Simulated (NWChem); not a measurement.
# UPBE/6-311+G(d,p) run of SO (sulfur oxide)

What is the vertical ionisation energy of SO (sulfur oxide) at UPBE/6-311+G**? 

The calculation is run with NWChem 7.3.0.

2 further runs of the same task are left out: 2 set aside as unsound or not needed.

### Step 1. The structure to begin with

The species is SO (2 atoms), meant as a triplet with charge 0. As SMILES, `O=S`. The bond length is the measured one.

Bond lengths: O1–S2 1.481 Å.

### Step 2. A single-point energy at UPBE/6-311+G(d,p)

File os.nw:

```
start os
memory total 2200 mb
geometry units angstroms noautosym nocenter noautoz
  O        0.000000       0.000000       0.000000
  S        0.000000       0.000000       1.481087
end
basis spherical bse
  * library 6-311+G**
end
dft
  xc xpbe96 cpbe96
  mult 3
  grid lebedev 35 6
  convergence energy 1e-08
  maxiter 100
  mulliken
  print low
end
task dft energy
```

Launch:

```
nwchem os.nw > os.out
```

Standard output:

```text
[...]
 d= 0,ls=0.0,diis     1   -473.0754152731 -5.19D+02  1.23D-02  3.10D-01     0.2
[...]
 d= 0,ls=0.0,diis    10   -473.1479602082 -5.31D-09  1.06D-06  5.80D-09     0.9
[...]
         Total DFT energy =     -473.147960208248
      One electron energy =     -743.606079197732
           Coulomb energy =      258.715855095833
    Exchange-Corr. energy =      -33.990827998968
 Nuclear repulsion energy =       45.733091892618
[...]
      Total Density - Mulliken Population Analysis
     ---------------------------------------------
    Atom       Charge   Shell Charges
 -----------   ------   -------------------------------------------------------
    1 O    8     8.19   1.09  0.91  0.94  1.06  1.97  0.88  1.40 -0.06  0.00  0.01
    2 S   16    15.81   0.78  1.19  0.93  1.06  1.16  0.89  1.86  4.01  1.03  2.22  0.52  0.04 -0.02  0.13
[...]
      <S2> =      2.0032 (Exact =     2.0000)
[...]
```

It took 1.5 s on 1 thread of AMD EPYC 9R45 (Zen 5), shared host; peak memory 0.11 GiB.

### Step 3. The doublet cation, same level

File os.nw:

```
echo
start os
memory total 2200 mb
charge 1

geometry noautosym nocenter noautoz
  O      0.000000     0.000000     0.000000
  S      0.000000     0.000000     1.481087
end

basis spherical bse
  O library 6-311+G**
  S library 6-311+G**
end

dft
  xc xpbe96 cpbe96
  mult 2
  grid lebedev 35 6
  convergence energy 1e-08
  iterations 100
  mulliken
  print low
end

task dft
```

Launch:

```
nwchem os.nw > os.out
```

Standard output:

```text
[...]
 d= 0,ls=0.0,diis     1   -472.6295294470 -5.18D+02  2.42D-02  9.55D-01     0.2
[...]
 d= 0,ls=0.5,diis    24   -472.7643179237 -9.95D-09  1.27D-07  1.19D-08     2.1
[...]
         Total DFT energy =     -472.764317928769
      One electron energy =     -734.873703987492
           Coulomb energy =      249.987460826750
    Exchange-Corr. energy =      -33.611166660644
 Nuclear repulsion energy =       45.733091892618
[...]
      Total Density - Mulliken Population Analysis
     ---------------------------------------------
    Atom       Charge   Shell Charges
 -----------   ------   -------------------------------------------------------
    1 O    8     7.86   1.09  0.91  0.91  1.11  1.91  0.86  1.22 -0.10 -0.06  0.02
    2 S   16    15.14   0.78  1.19  0.94  1.05  1.27  0.82  1.85  4.02  0.98  1.92  0.18  0.03 -0.00  0.13
[...]
      <S2> =      0.7515 (Exact =     0.7500)
[...]
```

It took 2.8 s on 1 thread of AMD EPYC 9R45 (Zen 5), shared host; peak memory 0.11 GiB.

### Step 4. What came out

Level: UPBE/6-311+G**.

| quantity | value |
| --- | --- |
| triplet SO: total energy | -473.14796 Eh |
| triplet SO: ⟨S²⟩ | 2.003 |
| doublet cation: total energy | -472.76432 Eh |
| doublet cation: ⟨S²⟩ | 0.751 |
| vertical ionisation energy (to the doublet cation) | 10.439 eV |

What this shows: Removing an electron at fixed nuclei costs 10.44 eV (241 kcal/mol).
